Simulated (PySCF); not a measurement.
# CH4: the cost of one run

Programs: PySCF 2.14.0, with density-fitted response routines of our own. Each step states its level of theory. These are calculated values for one molecule in the gas phase, unless marked as measured. Atoms count from 0, in the outputs and in this text.

## 1. The molecule as given

5 atoms, charge 0, multiplicity 1; geometry from: MMFF94s. The atoms were then displaced at random by about 0.03 Å, so the start is not that level's minimum.

Bonds of the start (Å): C0–H1 1.14, C0–H2 1.16, C0–H3 1.04, C0–H4 1.02.

## 2. Optimising the geometry at PBE0-D3(BJ)/def2-SVP

What the job is given:

```
{"job": {"xc": "PBE0", "basis": "def2-SVP", "d3": "d3bj", "grid": 1, "shake": 0.03, "kind": "geom"}, "charge": 0, "multiplicity": 1}
C      0.061230    -0.076670     0.012540
H     -0.730450    -0.298360    -0.782890
H      0.055620     1.079020    -0.018940
H     -0.268690    -0.326240     0.962200
H      0.957140    -0.488220    -0.235030
```

Command:

```console
OMP_NUM_THREADS=1 python probes_run.py task.json out
```

This one command runs all jobs of the session in turn.

**Question.** How long does this first job take on 1 thread of Arm Neoverse V1, shared host, and how much memory does it need?

About 1.8 s, with a peak of 0.23 GiB.
